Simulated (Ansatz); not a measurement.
Kohn–Sham single points on AlH2O (`[O][AlH2]`) radical.

```yaml
crystal:
  periodic: [false, false, false]
  atoms:
    - {symbol: O, position_ang: [0.062590, -0.856281, 1.401414]}
    - {symbol: Al, position_ang: [0.011258, 0.029944, -0.080399]}
    - {symbol: H, position_ang: [-1.149571, -0.360807, -1.076020]}
    - {symbol: H, position_ang: [1.131123, 1.126844, -0.265295]}
basis:
  gaussian: {orbitals: def2-TZVPP}
magnetization: {spin_polarized: true, initial_magnetization: 1}
hamiltonian: {xc: {name: r2SCAN0}, dispersion: d4}
output: {orbitals: {seedname: orbitals}}
```

```sh
$ ansatz run in.yaml --threads 2 --pin off --events-out ev --progress --plain
```

It prints (some lines left out):

```
Functional definition: r2SCAN0
569 factors; their error is unknown
mean field evaluation 1: about -8661.6611 eV, gradient 4.9e1 eV
mean field evaluation 2: about -8469.7646 eV, gradient 1.3e2 eV
mean field evaluation 4: about -8672.8907 eV, gradient 1.2e1 eV
mean field evaluation 8: about -8673.9135 eV, gradient 1.1e-1 eV
mean field evaluation 16: about -8673.9288 eV, gradient 2.7e-4 eV
mean field -8673.92882375 eV, -318.7610048728 hartree, gradient 1.9e-5 eV, S^2 0.756156; 4 other end points of the search recorded, 0 dependent functions left out
reference -8673.92883464 eV, -318.7610052729 hartree; 12, 11 occupied and 89, 90 virtual orbitals, 569 factors
Total energy: -8673.93840642 eV, -318.7613570295 hartree
```

Hardware: 2 threads of a server CPU on a shared host. Wall time 4 s, peak host memory 0.25 GiB.

The same input with `hamiltonian: {xc: {name: CAM-B3LYP}, dispersion: d4}` (abridged; 2.8 s):

```
Functional definition: CAM-B3LYP
mean field evaluation 16: about -8675.6466 eV, gradient 4.4e-4 eV
mean field -8675.64661317 eV, -318.8241324695 hartree, gradient 1.8e-5 eV, S^2 0.754212; 4 other end points of the search recorded, 0 dependent functions left out
Total energy: -8675.67729723 eV, -318.8252600878 hartree
```

With the line `hamiltonian: {xc: {name: wB97X-V}}` (abridged; 8.5 s):

```
Functional definition: wB97X-V
mean field evaluation 16: about -8674.2305 eV, gradient 1.6e-3 eV
mean field evaluation 32: about -8674.2305 eV, gradient 2.4e-5 eV
mean field -8674.23051672 eV, -318.7720918849 hartree, gradient 1.8e-5 eV, S^2 0.753897; 4 other end points of the search recorded, 0 dependent functions left out
Total energy: -8674.23051495 eV, -318.7720918199 hartree
```

Changing it to `hamiltonian: {xc: {name: B3LYP}, dispersion: d4}` and forces (abridged; 3.1 s):

```
Functional definition: B3LYP
mean field evaluation 16: about -8676.8848 eV, gradient 1.8e-4 eV
mean field -8676.88478859 eV, -318.8696345769 hartree, gradient 2.1e-6 eV, S^2 0.754496; 4 other end points of the search recorded, 0 dependent functions left out
Total energy: -8676.94485941 eV, -318.8718421387 hartree
Atom 0 force     0.000026    -0.000017    -0.000062 eV/Å
Atom 1 force    -0.001887     0.030921    -0.051379 eV/Å
Atom 2 force     0.066946     0.027608     0.049189 eV/Å
Atom 3 force    -0.065085    -0.058511     0.002252 eV/Å
Dipole moment:    -0.011123     0.192341    -0.321664 e Å
```

The same input with `hamiltonian: {xc: {name: BLYP}, dispersion: d4}` (abridged; 1.4 s):

```
Functional definition: BLYP
mean field evaluation 16: about -8676.0331 eV, gradient 2.4e-4 eV
mean field -8676.03310569 eV, -318.8383358075 hartree, gradient 1.9e-5 eV, S^2 0.754147; 3 other end points of the search recorded, 0 dependent functions left out
Total energy: -8676.11562898 eV, -318.8413684825 hartree
```

Changing it to `hamiltonian: {xc: r2scan, dispersion: d4}` and forces (abridged; 2.9 s):

```
Functional definition: r2SCAN
mean field evaluation 16: about -8674.3381 eV, gradient 3.3e-4 eV
mean field -8674.33808891 eV, -318.7760450898 hartree, gradient 1.3e-5 eV, S^2 0.756337; 4 other end points of the search recorded, 0 dependent functions left out
Total energy: -8674.34614096 eV, -318.7763409973 hartree
Atom 0 force    -0.003029     0.052718    -0.088236 eV/Å
Atom 1 force     0.003017    -0.053645     0.090001 eV/Å
Atom 2 force     0.010111     0.007056     0.002712 eV/Å
Atom 3 force    -0.010100    -0.006129    -0.004477 eV/Å
Dipole moment:    -0.011006     0.190327    -0.318295 e Å
```

B3LYP takes the VWN-RPA correlation (the form of Gaussian; ORCA's B3LYP/G).
